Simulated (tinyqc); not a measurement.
Ways to converge the cycle: SCF convergence aids in the sto-6g basis, for BH2, spin multiplicity 2. Computed by the program tinyqc with PySCF. 

Geometry (angstrom):
```
atom,x,y,z
B,0.0000,0.0000,0.0000
H,0.0000,1.5540,0.5740
H,0.0000,-1.5540,0.5740
```

lowest solution found by these runs and by PySCF with stability checks = -25.485349 hartree

UHF with one setting changed at a time; a run stops when the energy changes by less than 1e-09 hartree and the error matrix is below 1e-5. The start is random orbitals. Damping d keeps d of the old density; a shift (hartree) raises the virtual levels; DIIS n extrapolates F over n matrices.

Largest element of the error matrix X^T (FDS - SDF) X:
```
iteration,plain,damping 0.3,damping 0.6,shift 0.4,DIIS 3,DIIS 8
1,1.9e+00,1.9e+00,1.9e+00,1.9e+00,1.9e+00,1.9e+00
2,1.7e-01,6.2e-01,1.2e+00,1.5e-01,1.7e-01,1.7e-01
3,6.1e-02,2.1e-01,7.4e-01,1.3e-01,5.9e-02,5.9e-02
4,3.9e-02,6.8e-02,4.5e-01,1.1e-01,3.8e-02,3.8e-02
5,2.0e-02,4.6e-02,2.8e-01,8.0e-02,1.4e-02,1.4e-02
6,1.0e-02,3.0e-02,1.7e-01,5.7e-02,7.6e-03,7.2e-03
8,5.9e-03,1.3e-02,6.4e-02,2.8e-02,3.5e-03,2.9e-03
10,4.7e-03,5.8e-03,2.9e-02,1.3e-02,4.0e-03,4.1e-03
14,3.6e-03,4.2e-03,1.2e-02,5.2e-03,2.3e-03,1.5e-03
20,4.9e-03,2.9e-03,4.3e-03,3.6e-03,2.3e-03,1.9e-05
30,8.6e-03,1.8e-03,3.2e-03,2.0e-03,1.6e-03,-
45,1.5e-02,3.5e-03,2.2e-03,3.0e-03,6.5e-05,-
60,1.1e-02,6.7e-03,1.6e-03,4.9e-03,3.9e-05,-
```

How each run ends:
```
run,iterations,E (hartree),state
plain,>60,-25.47793,"falls steadily but slowly, by a factor of about 0.97 a step"
damping 0.3,>60,-25.44783,wanders without falling
damping 0.6,>60,-25.44595,"falls steadily but slowly, by a factor of about 0.98 a step"
shift 0.4,>60,-25.44706,wanders without falling
DIIS 3,>60,-25.44620,wanders without falling
DIIS 8,23,-25.44620,higher
```

No run reaches the lowest solution found. Ending on a higher stationary point: DIIS 8; a small error matrix cannot reveal that, and an occupation fixed by the start is kept by symmetry or by the shape of the basin. Not converged: plain, damping 0.3, damping 0.6, shift 0.4, DIIS 3. DIIS 8 gains by cancelling the error over several earlier matrices, much as a quasi-Newton step does. DIIS minimises the error, not the energy, so it can stall or settle near a saddle, and its small system turns near-singular when few rotations are active.
